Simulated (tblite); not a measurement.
Compound: C₅H₈S.
Numbering: `[CH3:1][C:2]#[C:3][CH2:4][S:5][CH3:6]` (hydrogens: H7, H8, H9 on C1; H10, H11 on C4; H12, H13, H14 on C6)

Computed with GFN2-xTB (tblite), gas phase: nudged elastic band of 9 images (0 to 8), spring 0.2 eV/Å², climbing image at the end, force threshold 0.05 eV/Å. The top image wasn't refined or checked by frequencies; at this threshold it can lie a kcal/mol or more above the true saddle point of the method.

The band describes a rotation about C4–S5 (sp3 carbon bound to sulfur, sulfide sulfur), followed by the dihedral C3–C4–S5–C6, from the optimised start (64°) to a second optimised geometry at -176°.

**Question.** Give the energy profile along the converged band.

**Answer.** 
| image | dihedral (°) | E (kcal/mol) | C4–S5 (Å) | C3···C6 (Å) | largest true force (eV/Å) |
| --- | --- | --- | --- | --- | --- |
| 0 | 64 | 0.00 | 1.840 | 3.15 | 0.01 |
| 1 | 78 | 0.38 | 1.841 | 3.31 | 0.04 |
| 2 | 92 | 1.12 | 1.845 | 3.50 | 0.05 |
| 3 | 108 | 1.93 | 1.849 | 3.67 | 0.05 |
| 4 | 123 | 2.50 | 1.852 | 3.83 | 0.05 |
| 5 | 139 | 2.63 | 1.851 | 3.94 | 0.05 |
| 6 | 154 | 2.46 | 1.849 | 4.02 | 0.05 |
| 7 | 169 | 2.23 | 1.846 | 4.06 | 0.04 |
| 8 | -176 | 2.11 | 1.845 | 4.08 | 0.01 |

Barriers of this band. The top is image 5 at 139°: 2.63 kcal/mol forward and 0.52 kcal/mol back; the end lies 2.11 kcal/mol above the start. The central bond is 0.011 Å longer at the top than at the start.

**Question.** What rate follows at 298 K for crossing this barrier forward?

**Answer.** Taking the electronic barrier for the free energy of activation (no zero-point or entropy terms, transmission 1), rate = (kT/h)·exp(−ΔE/kT) ≈ 7 × 10^10 s⁻¹, whose inverse is 1 × 10^-11 s. An error of 1 kcal/mol in the barrier changes this by a factor of 5, and the method and the loose band can each miss by that much or more.

**Question.** How would the two end points share their population at 298 K, from these energies alone?

**Answer.** exp(−ΔE/kT) with ΔE = 0.091 eV gives 0.029 for the higher one (end) against 1 for the lower, without vibrational, rotational or degeneracy terms.

**Question.** How long is the path, and how are the images spaced?

**Answer.** Cartesian distances between aligned neighbours (all atoms, Å): 0.77, 0.77, 0.76, 0.74, 0.71, 0.68, 0.66, 0.63; the sum is 5.72 Å, and the top lies 66 % of the way along.

What follows is the cost of the whole band run. Time: 2.0 s wall; peak memory 0.18 GiB. Hardware: Arm Neoverse V2, one thread, no GPU, shared host.
